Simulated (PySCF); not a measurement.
Ligands exchanged one at a time, C Cl-H. Gas-phase values, no solvent. Strings in code marks are SMILES.

Computed with B3LYP-D3(BJ)/def2-TZVP // PBE0-D4/def2-TZVP in PySCF. B3LYP has the VWN-RPA correlation part, as in Gaussian. Excitations are Tamm–Dancoff values on a coarser integration grid. The basis has no diffuse functions, so Rydberg states are missing or too high.

```tsv
species	S1–T1 gap (TDA) (eV)	S1 oscillator strength
0 of 4 Cl replaced by H (`C(Cl)(Cl)(Cl)Cl`)	___	___
1 of 4 Cl replaced by H (`ClC(Cl)Cl`)	0.58	0.000
2 of 4 Cl replaced by H	0.63	0.001
3 of 4 Cl replaced by H	0.80	0.005
4 of 4 Cl replaced by H	–	–
```

**Question.** Complete the blanks.

**Answer.** 
- 0 of 4 Cl replaced by H (`C(Cl)(Cl)(Cl)Cl`), S1–T1 gap (TDA) (eV): 0.52
- 0 of 4 Cl replaced by H (`C(Cl)(Cl)(Cl)Cl`), S1 oscillator strength: 0.000
